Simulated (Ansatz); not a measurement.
**NaTi3: from a trial structure to a relaxed crystal**

Level of theory: DFT PBE, scalar-relativistic, plane waves, PAW (Ansatz 0.2.0). Cutoff 420 eV, Γ-centred k mesh, Gaussian smearing, no spin polarisation in the final step.

The start puts NaTi3 on the Cu3Au (L1_2) structure type (Pm-3m, No. 221), with Na in place of Au, Ti in place of Cu, at a guessed volume.

```
Na Ti
1.0
     3.97584    0.00000    0.00000
     0.00000    3.97584    0.00000
     0.00000    0.00000    3.97584
Na Ti
1 3
Direct
  0.00000 0.00000 0.00000
  0.00000 0.50000 0.50000
  0.50000 0.00000 0.50000
  0.50000 0.50000 0.00000
```

Cell and atoms relax at zero pressure; the relaxation can't lower the symmetry of the start. After a coarse first stage the cell is made exact in the group found at 0.06 Å.

Energies over the elements count from the elements' standard structures at the same level, with no empirical corrections.

(1) Which crystal results?

(2) What are its volume, energy, density and gap?

Answers

(1) It keeps Pm-3m (No. 221). The result has the Cu3Au (L1_2) structure. Conventional cell: a = 4.227 Å. Na is coordinated by 12 Ti at 2.99 Å; Ti is coordinated by 4 Na at 2.99 Å and 8 Ti at 2.99 Å.

Space group Pm-3m (No. 221). a = 4.227 Å, b = 4.227 Å, c = 4.227 Å, α = 90.00°, β = 90.00°, γ = 90.00°
| atom | site | symmetry | x | y | z |
| --- | --- | --- | --- | --- | --- |
| Na | 1a | m-3m | 0.0000 | 0.0000 | 0.0000 |
| Ti | 3c | 4/mm.m | 0.0000 | 0.5000 | 0.5000 |

(2) The volume per atom is 18.87 Å³, the density is 3.66 g/cm³ and the energy over the elements is 0.70 eV/atom. The gap on the 12×12×12 mesh is 0 eV (a metal).

The final run used a 12×12×12 mesh on its 4-atom cell and 0.10 eV smearing. The k mesh leaves about 4 meV/atom of noise in metals. A structure relaxed within its symmetry needn't be a true minimum. The steps took of the order of 40 core-seconds in all.

Cost: 3 runs of about 0.59 core-minutes in all, on AMD EPYC 7B13 (Zen 3) (shared hosts).